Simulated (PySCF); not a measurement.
Compound: formyl chloride, CHClO.
SMILES with atom numbers: `[O:1]=[CH:2][Cl:3]` (hydrogens: H4 on C2)

Structure used (PBE0-D3(BJ)/def2-SVP), in Å, numbered top down from 1:
```xyz
4
CHClO angstrom
O     -0.3224   -0.8482    0.0471
C      0.3912    0.0899    0.0256
Cl     2.1532   -0.0094    0.0101
H      0.0752    1.1531    0.0157
```

Theory: EOM-EE-CCSD/aug-cc-pVDZ in PySCF, restricted Hartree–Fock reference, frozen core, non-relativistic, gas phase, PBE0-D3(BJ)/def2-SVP geometry.

Question: Give the EOM-CCSD singlets and triplets.

Answer: 
| state | E (eV) | cm⁻¹ | main singles (HF orbitals, share of the singles part) |
| --- | --- | --- | --- |
| singlet 1 | 5.10 | 41130 | HOMO→LUMO+2 49 %, HOMO→LUMO+4 36 % |
| singlet 2 | 7.19 | 57990 | HOMO-2→LUMO+2 57 %, HOMO-2→LUMO+4 34 % |
| singlet 3 | 7.36 | 59360 | HOMO-1→LUMO+2 41 %, HOMO-1→LUMO+4 26 % |
| singlet 4 | 8.05 | 64930 | HOMO→LUMO 69 %, HOMO→LUMO+6 11 % |
| triplet 1 | 4.71 | 37990 | HOMO→LUMO+2 50 %, HOMO→LUMO+4 35 % |
| triplet 2 | 6.08 | 49040 | HOMO-1→LUMO+2 42 %, HOMO-1→LUMO+4 26 %, HOMO-3→LUMO+2 10 % |

Question: What is the vertical gap between the lowest excited singlet and the lowest triplet?

Answer: 5.10 − 4.71 = 0.39 eV (38 kJ/mol).

The first EOM-IP-CCSD ionisation energy is 11.49 eV, 3.44 eV above the highest singlet listed and 6.39 eV above the lowest.

T1 diagnostic 0.016. EOM-CCSD puts states of mainly double-excitation character too high. An iterative search for so few roots can pass over a low state.
